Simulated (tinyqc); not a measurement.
Pariser-Parr-Pople SCF with singles CI, for the molecule c1ccsc1 (SMILES; centres numbered as the heavy atoms are written), step by step. One step of it, computed by the program tinyqc.

Question. Iteration 2: orbitals and new P. Diagonalise F (the basis is taken as orthonormal) and form P = 2 sum c c over the lowest orbitals.

F (eV), lower triangle:
```
           1C         2C         3C         4S         5C
1C  -5.292974
2C  -3.845819  -5.292744
3C   0.193990  -4.503257  -5.862382
4S   0.519995   0.519839  -3.309915  -9.544021
5C  -4.502633   0.193866   0.764066  -3.310262  -5.862834
```

pi electrons, sum of z_r less the charge = 6

Give: orbital energies; P after iteration 2.

Answer.

orbital energies (eV): -13.4771  -10.0471  -9.4004  -0.2570  1.3267

P after iteration 2, lower triangle:
```
         1C       2C       3C      4S      5C
1C   1.0805
2C   0.5633   1.0805
3C  -0.1021   0.7737   1.1083
4S  -0.2593  -0.2593   0.4889  1.6224
5C   0.7736  -0.1021  -0.3746  0.4889  1.1083
```
